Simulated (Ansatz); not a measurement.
Consider the substitution at a C–B bond: `CBF` + `CC(N)S` → `CSC(C)N` + `BF`.

Program: Ansatz. Geometries: PBE0-D4/def2-TZVP. ΔE: electronic, gas phase. CCSD(T)/CBS is the MP2 limit (def2-TZVPP, def2-QZVPP) plus CCSD(T) − MP2 in def2-TZVPP, frozen cores. This one scheme is used for every species. Each species was taken in one conformer, which may not be the lowest.

```tsv
species	CCSD(T)/CBS(def2) energy (Eh)
`CBF`	-165.10297
`CC(N)S`	-532.79013
`CSC(C)N`	-572.05407
`BF`	-125.82039
```

**Question.** Work out ΔE.

**Answer.** ΔE = (-572.05407) + (-125.82039) − (-165.10297) − (-532.79013) = 0.01864 Eh = +0.51 eV.

Largest T1 diagnostic among the species: 0.013.

The D4 term adds −0.06 eV with B3LYP and −0.03 eV with PBE0; it sums over pairs of atoms, weighted by their polarisabilities, and B3LYP, whose exchange is more repulsive, gets the larger term. In def2-TZVPP, CCSD(T) changes the Hartree–Fock value by −0.05 eV (the triples alone add −0.03 eV) and MP2 by −0.09 eV.

B3LYP here is the variant with VWN-RPA as its local correlation; programs differ in this.
